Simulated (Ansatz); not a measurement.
C5H12O can be A, `CCC(C)CO`, or B, `COC(C)(C)C`.

Computed with Ansatz on PBE0-D4/def2-TZVP structures; ΔE is electronic, products minus reactants. CCSD(T)/CBS is the MP2 limit (def2-TZVPP, def2-QZVPP) plus CCSD(T) − MP2 in def2-TZVPP, frozen cores. Functionals use def2-TZVPP. B3LYP here is the variant with VWN-RPA as its local correlation; programs differ in this. Each species was taken in one conformer, which may not be the lowest.

A:

```xyz
18

C     1.7296   -1.2862   -0.2613
C     0.3337   -0.8071   -0.6216
C    -0.2302    0.2499    0.3222
C     0.5165    1.5725    0.2336
C    -1.7119    0.4819    0.0586
O    -2.5095   -0.6727    0.2154
H     2.4670   -0.4814   -0.3090
H     1.7536   -1.6966    0.7527
H     2.0627   -2.0728   -0.9420
H    -0.3530   -1.6580   -0.6336
H     0.3326   -0.3991   -1.6404
H    -0.1366   -0.1285    1.3525
H     0.1000    2.3125    0.9221
H     0.4507    1.9847   -0.7784
H     1.5742    1.4574    0.4755
H    -2.0754    1.2971    0.7008
H    -1.8540    0.8014   -0.9788
H    -2.4499   -0.9553    1.1316
```

B:

Z-matrix (Å, degrees):
```
C
O 1 1.400
H 1 1.097 2 112.7
H 1 1.097 2 112.7 3 -123.2
H 1 1.091 2 106.5 3 118.4
C 2 1.428 1 117.3 3 61.1
C 6 1.519 2 103.7 1 179.6
C 6 1.524 2 111.0 1 -62.2
C 6 1.524 2 111.1 1 61.4
H 7 1.092 6 110.1 2 59.6
H 7 1.092 6 110.8 2 179.9
H 7 1.092 6 110.1 2 -59.7
H 8 1.092 6 110.2 2 -52.6
H 8 1.092 6 110.1 2 -172.2
H 8 1.092 6 112.0 2 68.4
H 9 1.092 6 110.1 2 172.1
H 9 1.092 6 112.0 2 -68.5
H 9 1.092 6 110.3 2 52.6
```

Which isomer does CCSD(T)/CBS put lower? Give the gap. (An estimate is asked.)

Ansatz gave: A, by 5.6 kcal/mol.

Give E(B) − E(A) in kcal/mol with LDA (SPW92), PBE0-D4, r2SCAN-D4, ωB97M-V, PBE-D4, CCSD(T)/def2-SVP, B3LYP-D4. (Estimate.)

Ansatz gave: LDA (SPW92) 4.6, PBE0-D4 6.0, r2SCAN-D4 4.4, ωB97M-V 5.1, PBE-D4 5.5, CCSD(T)/def2-SVP 4.5, B3LYP-D4 4.5. None reverses the order clearly.

Largest T1 diagnostic: 0.010.

The D4 term adds −0.9 kcal/mol with B3LYP and −0.5 kcal/mol with PBE0; it sums over pairs of atoms, weighted by their polarisabilities, and B3LYP, whose exchange is more repulsive, gets the larger term. At CCSD(T), def2-SVP lies −1.1 kcal/mol from the extrapolated value and def2-TZVPP −0.4 kcal/mol.
